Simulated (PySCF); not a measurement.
Match the calculated data to a structure.

All candidates are C4H7N.

| technique | computed result |
| --- | --- |
| 1H NMR | chemical shifts (computed TMS as zero) by class: 7.38 (1 H), 4.29 (2 H), 2.56 (2 H), 1.76 (2 H) ppm [GIAO PBE0/pcSseg-1] |
| 13C NMR | chemical shifts (computed TMS as zero) by class: 168.7 (1 C), 66.3 (1 C), 40.1 (1 C), 21.3 (1 C) ppm [GIAO PBE0/pcSseg-1] |
| Dipole | 2.14 D [PBE0/pcSseg-1] |
| NMR, other nuclei | isotropic shieldings of nuclei other than C and H, by class: -119 (1 N) ppm [GIAO PBE0/pcSseg-1] |
| Rotational structure | rotational constants A, B, C: 7.847, 7.501, 4.130 GHz [GFN2-xTB] |
| Couplings | largest of the computed one-bond spin–spin couplings (means over like bonds): 13C–1H +185.3, 13C–1H +145.5 (×2), 13C–1H +137.3 (×2), 13C–1H +136.9 (×2), 13C–13C +36.5, 13C–13C +33.2, 13C–13C +29.7, 15N–13C -6.0 Hz [B3LYP/pcJ-1, spin–dipole term left out for some pairs] |

Electronic properties: PySCF, gas phase, density fitting. Levels stand in brackets. Geometry: GFN2-xTB; no solvent, vibrations or thermal averaging. NMR classes are plain means over equivalent atoms (diastereotopic ones count apart unless rotation or inversion swaps them), as if these changed places fast.

Problem. Which candidate is it?
A. `C1=CCNC1`
B. `C1=NCCC1`
C. `CC(C)C#N`
D. `CCCC#N`

Solution. B. It is `C1=NCCC1`. Numbering: `[CH:1]1=[N:2][CH2:3][CH2:4][CH2:5]1`. Its formula, C4H7N, gives 2 degrees of unsaturation: 1 ring and 1 π bond in the structure found. 4 carbons fall into 4 classes; from least to most shielded: imine carbon [C1] (168.7 ppm), ring sp3 carbon bound to nitrogen [C3] (66.3 ppm), ring CH2 carbon [C5] (40.1 ppm), ring CH2 carbon [C4] (21.3 ppm). Hydrogen classes from least to most shielded: 1 H on an imine carbon, C1 (7.38 ppm), 2 H on an sp3 carbon bound to nitrogen, C3 (4.29 ppm), 2 H on a ring CH2 carbon, C5 (2.56 ppm), 2 H on a ring CH2 carbon, C4 (1.76 ppm). The other shieldings belong to: -119 ppm, imine nitrogen [N2]. The couplings run between: +185.3 Hz, imine carbon [C1] and its hydrogen; +145.5 Hz, sp3 carbon bound to nitrogen [C3] and its hydrogen (with 1 like pair); +137.3 Hz, ring CH2 carbon [C4] and its hydrogen (with 1 like pair); +136.9 Hz, ring CH2 carbon [C5] and its hydrogen (with 1 like pair); +36.5 Hz, ring CH2 carbon [C4] and ring CH2 carbon [C5]; +33.2 Hz, imine carbon [C1] and ring CH2 carbon [C5]; +29.7 Hz, sp3 carbon bound to nitrogen [C3] and ring CH2 carbon [C4]; -6.0 Hz, imine nitrogen [N2] and imine carbon [C1]. The optimised geometry has point group Cs and is an asymmetric top.

The others, at the same levels:
- `CCCC#N` fails: its computed 13C shifts are 124.0 (1 C), 24.2 (1 C), 19.7 (1 C), 15.4 (1 C) ppm, 1H shifts are 2.24 (2 H), 1.61 (2 H), 1.24 (3 H) ppm and rotational constant A is 10.244 GHz (against 7.847 GHz).
- `CC(C)C#N` fails: it has 3 carbon classes against 4; its computed 13C shifts are 128.0 (1 C), 22.9 (2 C), 20.5 (1 C) ppm, 1H shifts are 2.42 (1 H), 1.32 (6 H) ppm and smallest rotational constant is 2.976 GHz (against 4.130 GHz).
- `C1=CCNC1` fails: it has 2 carbon classes against 4; its computed 13C shifts are 138.2 (2 C), 59.5 (2 C) ppm and 1H shifts are 6.14 (2 H), 3.86 (4 H), 0.67 (1 H) ppm.

Each candidate is one conformer, not necessarily the lowest. Dipoles, sizes and rotational constants follow the conformer. The torsions of the flexible species, by atom-mapped SMILES:
- `[CH3:1][CH2:2][CH2:3][C:4]#[N:5]`: C1–C2–C3–C4 -64°
